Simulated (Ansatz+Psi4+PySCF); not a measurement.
Results of a calculation; reference values are marked as such.
A run of Ansatz (development build ahead of 0.2.0) on doublet C2H4(+) at this shape:

| atom | x (Å) | y (Å) | z (Å) |
| --- | --- | --- | --- |
| C | 0.6675 | 0.0000 | 0.0000 |
| C | -0.7175 | 0.0000 | 0.0000 |
| H | 1.2377 | 0.9228 | 0.0000 |
| H | 1.2377 | -0.9228 | 0.0000 |
| H | -1.2377 | 0.9228 | 0.0000 |
| H | -1.2377 | -0.9228 | 0.0000 |

Its results:

```yaml
Converged: yes
Reference_energy: -77.73793 hartree
Correlation_energy: -0.27461 hartree
Total_energy: -78.01255 hartree
Spin_squared_of_the_determinant: 0.750
Stability_test: minimum among restricted orbitals
Occupied_orbitals_by_symmetry_in_an_Abelian_subgroup_alpha;_beta: 5 A1 1 B1 2 B2; 5 A1 2 B2
```

Question: Which input gives this output? Name the method, the orbitals and the basis set, and write the input.

Answer: ROHF-MP2 in cc-pVTZ.

```yaml
crystal:
  periodic: [false, false, false]
  atoms:
    - { symbol: C, position_ang: [0.66748, 0.0, 0.0] }
    - { symbol: C, position_ang: [-0.71748, 0.0, 0.0] }
    - { symbol: H, position_ang: [1.23769, 0.92283, 0.0] }
    - { symbol: H, position_ang: [1.23769, -0.92283, 0.0] }
    - { symbol: H, position_ang: [-1.23769, 0.92283, 0.0] }
    - { symbol: H, position_ang: [-1.23769, -0.92283, 0.0] }
basis:
  gaussian: { orbitals: cc-pVTZ }
total_charge: 1
magnetization:
  initial_magnetization: 1
hamiltonian:
  xc: hf
correlation:
  method: mp2
  frozen_orbitals: { C: 1, H: 0 }
```

Caution: MP2 on this radical cation hangs on the determinant chosen.
